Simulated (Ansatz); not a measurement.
# C2H3Si− (SMILES [C-]#[Si]C): one structure at several levels

A test off equilibrium: a structure displaced at random from a GFN2-xTB minimum is computed at several levels, and each is set against CCSD(T).

Program: Ansatz 0.2.0, Gaussian basis. Level of theory: single points in def2-TZVPPD. These are calculated values, not measurements.

Cores are frozen in the correlated methods.

### 1 Where the work starts

SMILES `[C-]#[Si]C`, 6 atoms, charge -1, spin multiplicity 1.

Atoms are counted from 1 here; the program's logs count them from 0.

Bond lengths: C1–Si2 1.746 Å, Si2–C3 1.837 Å, C3–H4 1.016 Å, C3–H5 0.864 Å, C3–H6 1.153 Å. Angles: C1–Si2–C3 174.8°, Si2–C3–H4 109.5°, Si2–C3–H5 114.6°, Si2–C3–H6 120.9°, H4–C3–H5 94.3°, H4–C3–H6 96.2°, H5–C3–H6 115.4°.

As a file:

```csv
atom,x (Å),y (Å),z (Å)
C1,0.4779,-2.6293,0.9842
Si2,0.1642,-1.0386,0.3361
C3,-0.0275,0.6844,-0.2703
H4,-0.8470,0.7452,-0.8683
H5,0.5250,0.9090,-0.8950
H6,-0.3329,1.5332,0.4473
```

### 2 CCSD(T)/def2-TZVPPD

run/in.yaml

```yaml
crystal:
  periodic: [false, false, false]
  atoms:
    - {symbol: C, position_ang: [0.477900, -2.629300, 0.984200]}
    - {symbol: Si, position_ang: [0.164200, -1.038600, 0.336100]}
    - {symbol: C, position_ang: [-0.027500, 0.684400, -0.270300]}
    - {symbol: H, position_ang: [-0.847000, 0.745200, -0.868300]}
    - {symbol: H, position_ang: [0.525000, 0.909000, -0.895000]}
    - {symbol: H, position_ang: [-0.332900, 1.533200, 0.447300]}
basis:
  gaussian: {orbitals: "def2-TZVPPD.json"}
total_charge: -1
correlation: {method: ccsd_t}
output: {forces: true}
```

The basis file named in the input lies beside it (Basis Set Exchange, JSON).

The command line of these runs was not kept.

### 3 PBE0-D4/def2-TZVPPD

Changes to run/in.yaml since step 2:

```diff
@@ -12,3 +12,3 @@
 total_charge: -1
-correlation: {method: ccsd_t}
-output: {forces: true}
+hamiltonian: {xc: pbe0, dispersion: d4}
+output: {forces: true, orbitals: {seedname: orbitals}}
```

### 4 wB97M-V/def2-TZVPPD

Changes to run/in.yaml since step 3:

```diff
@@ -12,3 +12,3 @@
 total_charge: -1
-hamiltonian: {xc: pbe0, dispersion: d4}
-output: {forces: true, orbitals: {seedname: orbitals}}
+hamiltonian: {xc: {name: wB97M-V}}
+output: {forces: true}
```

### 5 r2SCAN-D4/def2-TZVPPD

Changes to run/in.yaml since step 4:

```diff
@@ -12,3 +12,3 @@
 total_charge: -1
-hamiltonian: {xc: {name: wB97M-V}}
+hamiltonian: {xc: r2scan, dispersion: d4}
 output: {forces: true}
```

### 6 PBE-D4/def2-TZVPPD

Changes to run/in.yaml since step 5:

```diff
@@ -12,3 +12,3 @@
 total_charge: -1
-hamiltonian: {xc: r2scan, dispersion: d4}
+hamiltonian: {xc: pbe, dispersion: d4}
 output: {forces: true}
```

### 7 HSE06-D4/def2-TZVPPD

Changes to run/in.yaml since step 6:

```diff
@@ -12,3 +12,3 @@
 total_charge: -1
-hamiltonian: {xc: pbe, dispersion: d4}
+hamiltonian: {xc: hse06, dispersion: d4}
 output: {forces: true}
```

### 8 revPBE-D4/def2-TZVPPD

Changes to run/in.yaml since step 7:

```diff
@@ -12,3 +12,3 @@
 total_charge: -1
-hamiltonian: {xc: hse06, dispersion: d4}
+hamiltonian: {xc: {name: revPBE}, dispersion: d4}
 output: {forces: true}
```

(Steps that only read results are left out.)

Before running it: what results should come out? Wanted: RMS force component; RMS force error; HOMO and LUMO, PBE0-D4; T1 diagnostic.

As calculated:

```
              quantity                                                                                              value
   RMS force component                                                               5.164 to 5.216 eV/Å over the methods
       RMS force error  PBE0-D4 0.293, wB97M-V 0.422, r2SCAN-D4 0.217, PBE-D4 0.179, HSE06-D4 0.283, revPBE-D4 0.163 eV/Å
HOMO and LUMO, PBE0-D4                                                                                   0.00 and 3.14 eV
         T1 diagnostic                                                                                              0.030
```

In words: On forces the order runs from revPBE-D4 to wB97M-V. Frozen-core CCSD(T) forces in triple zeta carry basis errors of their own, and this is one geometry, so small gaps rank nothing. The T1 diagnostic is large here, over the usual mark for main-group molecules (transition-metal compounds often pass it harmlessly), so CCSD(T) itself may be off. The restricted Hartree–Fock reference is unstable towards an unrestricted one at one or more of these structures.
